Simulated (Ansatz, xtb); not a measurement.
**Ligand exchange: SiH2Cl2 + SiH3Cl → SiH2(SiH3)Cl + Cl2**

Species: SiH2Cl2 (dichlorosilane (DCS)) `Cl[SiH2]Cl`, singlet; SiH3Cl `[SiH3]Cl`, singlet; SiH2(SiH3)Cl, singlet; Cl2 (chlorine), singlet. The partners trade Cl for SiH3: Si–Cl and Cl–SiH3 bonds give way to Si–SiH3 and Cl–Cl.

Shapes, held fixed at every level: PBE0-D4/def2-TZVP. Programs: Ansatz 0.2.0, xtb 6.7.1. The zero-point and thermal change to 298 K, harmonic and unscaled (PBE0-D4/def2-TZVP), is -3.3 kJ/mol.

(1) Estimate ΔH(298 K) of this reaction.

Results:

(1) The highest level, CCSD(T)/CBS estimate, gives ΔH(298 K) = +359.5 kJ/mol; the levels span +326.5 to +393.7. The column of differences is taken from that level and isn't an error. No measured value is set beside it here. The CBS estimate extrapolates MP2 from def2-TZVPP and def2-QZVPP and adds CCSD(T) − MP2 in the triple-zeta set, cores frozen. Times are processor times on shared x86 and Arm servers, and rough.

```json
{"level": "GFN2-xTB", "kind": "semi-empirical", "ΔH(298 K) (kJ/mol)": "+331.5", "less CCSD(T)/CBS estimate": "-28.0", "CPU time (sum over the molecules)": "0.15 s"}
{"level": "HF/def2-SVP", "kind": "Hartree–Fock", "ΔH(298 K) (kJ/mol)": "+393.7", "less CCSD(T)/CBS estimate": "+34.2", "CPU time (sum over the molecules)": "–"}
{"level": "SPW92/def2-TZVPP", "kind": "LDA", "ΔH(298 K) (kJ/mol)": "+331.5", "less CCSD(T)/CBS estimate": "-28.0", "CPU time (sum over the molecules)": "8.3 s"}
{"level": "PBE-D4/def2-TZVPP", "kind": "GGA", "ΔH(298 K) (kJ/mol)": "+326.5", "less CCSD(T)/CBS estimate": "-33.0", "CPU time (sum over the molecules)": "13 s"}
{"level": "B3LYP-D4/def2-TZVPP", "kind": "global hybrid", "ΔH(298 K) (kJ/mol)": "+346.0", "less CCSD(T)/CBS estimate": "-13.5", "CPU time (sum over the molecules)": "18 s"}
{"level": "r2SCAN0-D4/def2-TZVPP", "kind": "global hybrid", "ΔH(298 K) (kJ/mol)": "+367.0", "less CCSD(T)/CBS estimate": "+7.5", "CPU time (sum over the molecules)": "23 s"}
{"level": "wB97M-V/def2-TZVPP", "kind": "range-separated hybrid", "ΔH(298 K) (kJ/mol)": "+362.7", "less CCSD(T)/CBS estimate": "+3.2", "CPU time (sum over the molecules)": "48 s"}
{"level": "MP2/def2-SVP", "kind": "perturbation theory", "ΔH(298 K) (kJ/mol)": "+386.4", "less CCSD(T)/CBS estimate": "+26.9", "CPU time (sum over the molecules)": "–"}
{"level": "CCSD(T)/CBS estimate", "kind": "coupled cluster or CI", "ΔH(298 K) (kJ/mol)": "+359.5", "less CCSD(T)/CBS estimate": "0.0", "CPU time (sum over the molecules)": "2.8 min"}
```
